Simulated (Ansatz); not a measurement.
**LiMgH (singlet): wave-function methods side by side at a displaced geometry (v2), cc-pVTZ**

The task here is to estimate one member of a computed series from the others.

Program: Ansatz 0.2.0, Gaussian basis. Level of theory: cc-pVTZ, core rule «outside noble gas», up to 6 orbitals frozen. These are calculated values, not measurements.

To be run: UHF; CCSD(T) on RHF; CCSD(T) on UHF; BCCD(T) on RHF; CCSDT(Q) on RHF; CCSDT(Q) on UHF; Full CI.

29 further runs of the same task are left out: 12 for a known fault of the program, 8 that didn't finish, 9 set aside as unsound or not needed. Runs told in other sessions of the task aren't counted.

## The geometry

The geometry is a PBE0/def2-TZVP stationary point (not a proven minimum) with its atoms shifted at random (size 0.100 Å).

3 atoms, charge 0, spin multiplicity 1.

Atoms are counted from 1 here; the program's logs count them from 0.

Bond lengths: Mg2–H3 1.756 Å.

The first run:

in.yaml

```yaml
crystal:
  periodic: [false, false, false]
  atoms:
    - {symbol: Li, position_ang: [0.084376, 0.005225, 2.437031]}
    - {symbol: Mg, position_ang: [-0.080498, 0.013599, -0.341275]}
    - {symbol: H, position_ang: [-0.003878, -0.018825, -2.095756]}
basis:
  gaussian: {orbitals: cc-pVTZ}
magnetization: {spin_polarized: true, initial_magnetization: 0}
hamiltonian: {xc: hf}
output: {orbitals: {seedname: orbitals}}
```

Command:

```
ansatz run in.yaml --threads 1 --pin off --events-out ev --progress --plain --max-ram 2393MiB
```

Steps of the session up to this table: UHF; CCSD(T) on RHF; CCSD(T) on UHF; BCCD(T) on RHF; CCSDT(Q) on RHF; CCSDT(Q) on UHF; Full CI.

One of the session's tables, all rows but one given; the rest of the session is left out.

| method | from FCI (meV) |
| --- | --- |
| RHF | +1986.9 |
| UHF | +1986.4 |
| RMP2 | +529.3 |
| RCCSD | +34.3 |
| RCCSD(T) | +8.8 |
| BCCD(T) | +8.6 |
| RCCSDT | ? |
| RCCSDT(Q) | +0.2 |
| FCI | 0 |

Estimate the missing values for RCCSDT.

The run gave: from FCI (meV): +1.3. In the column «from FCI (meV)» it lies between RCCSDT(Q) (+0.2) and BCCD(T) (+8.6).

Not comparable, so not listed: CCSD(T) on UHF; CCSDT(Q) on UHF (they don't share determinant, frozen orbitals or solution with the rows shown, or repeat one).
